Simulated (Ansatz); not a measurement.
Input file:

```yaml
crystal:
  periodic: [false, false, false]
  atoms:
    - {symbol: Ge, position_ang: [-0.001469, -0.010722, 0.324876]}
    - {symbol: B, position_ang: [-0.065838, -0.010723, -1.623008]}
    - {symbol: H, position_ang: [1.161443, -0.010721, -1.022674]}
    - {symbol: H, position_ang: [-0.141292, -1.049436, -2.224706]}
    - {symbol: H, position_ang: [-0.208119, 1.947920, -2.757598]}
basis:
  gaussian: {orbitals: cc-pVDZ}
correlation: {method: fic_mrcisd_q, electrons: outside_noble_gas, active_space: {window: {electrons: 2, orbitals: 2}}}
```

```sh
$ ansatz run in.yaml --threads 1 --pin off --events-out ev --progress --plain --max-ram 2816MiB --backend cpu
```

Log:

```
589 factors; integrals over basis functions are off by at most 1.4e-3 eV
mean field evaluation 1: about -57184.8676 eV, gradient 1.5e1 eV
mean field evaluation 2: about -57184.8934 eV, gradient 1.5e1 eV
mean field evaluation 4: about -57186.2324 eV, gradient 2.3e0 eV
mean field evaluation 8: about -57186.2903 eV, gradient 4.4e-3 eV
mean field evaluation 16: about -57184.0987 eV, gradient 6.3e0 eV
mean field -57186.29032562 eV, -2101.5574072066 hartree, gradient 1.1e-6 eV, S^2 0.000000; 1 other end points of the search recorded, 0 dependent functions left out; unrestricted orbitals would lower it
reference -57186.29032562 eV, -2101.5574072066 hartree; 20, 20 occupied and 36, 36 virtual orbitals, 589 factors
state -57187.53434794 eV, -2101.6031241839 hartree
contracted CI cycle   1: correlation 0.00000000 eV, 0.0000000000 hartree, residual 1.59e1 eV
contracted CI cycle   2: correlation -4.63454252 eV, -0.1703162963 hartree, residual 2.59e0 eV
contracted CI cycle   3: correlation -4.79047055 eV, -0.1760465457 hartree, residual 7.54e-1 eV
contracted CI cycle   4: correlation -4.80462981 eV, -0.1765668889 hartree, residual 2.53e-1 eV
contracted CI cycle   5: correlation -4.80660217 eV, -0.1766393718 hartree, residual 1.14e-1 eV
contracted CI cycle   6: correlation -4.80700675 eV, -0.1766542399 hartree, residual 4.88e-2 eV
contracted CI cycle   7: correlation -4.80708367 eV, -0.1766570666 hartree, residual 2.02e-2 eV
contracted CI cycle   8: correlation -4.80709504 eV, -0.1766574844 hartree, residual 7.92e-3 eV
contracted CI cycle   9: correlation -4.80709682 eV, -0.1766575498 hartree, residual 3.59e-3 eV
contracted CI cycle  10: correlation -4.80709720 eV, -0.1766575637 hartree, residual 1.74e-3 eV
contracted CI cycle  11: correlation -4.80709728 eV, -0.1766575668 hartree, residual 7.38e-4 eV
state -57187.53434794 eV, -2101.6031241839 hartree; corrected -57192.90885059 eV, -2101.8006335131 hartree
Total energy: -57192.90885059 eV, -2101.8006335131 hartree
```

For the same geometry and basis RCCSDTQ lies 90.6 meV lower.

Ran on 1 thread of AMD EPYC 7R13, shared host: 1.9 s wall, 0.15 GiB peak host memory.
